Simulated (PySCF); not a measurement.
nitrogen trifluoride cation (F₃N), SMILES FN(F)F (connectivity only; charge and spin as stated), charge +1, multiplicity 2. Atoms are numbered in the order given.

```xyz
4

F      1.0880     0.6281    -0.0706
N      0.0000     0.0000     0.2724
F     -1.0880     0.6281    -0.0706
F      0.0000    -1.2563    -0.0706
```
Charge +1, spin multiplicity 2.

Coordinates come from a PBE-D3(BJ)/def2-TZVP optimisation. The spin state was assumed, not searched.

These are PBE0/pcH-1 in PySCF values and carry that method's errors.

Unrestricted Kohn–Sham, ⟨S²⟩ = 0.754. Hyperfine tensors hold the contact and dipolar terms, without spin-orbit corrections.

Problem. Estimate the hyperfine couplings. (An estimate is asked for; the answer gives what the named calculation found.)

Solution. 
```
nucleus    A(iso) (MHz)  A(iso) (G)  dipolar principal values (MHz)
---------  ------------  ----------  ------------------------------
19F no. 1         199.5        71.2           -394.6, -323.2, 717.7
14N no. 2         238.1        84.9              -34.3, -34.3, 68.5
19F no. 3         199.5        71.2           -394.6, -323.2, 717.7
19F no. 4         199.5        71.2           -394.6, -323.2, 717.8
```

Problem. And the g tensor (effective nuclear charges for spin-orbit coupling, GIAO)? (The exact figures need the calculation; the answer reports its results.)

Solution. principal values 2.0017, 2.0099, 2.0099; isotropic 2.0071.
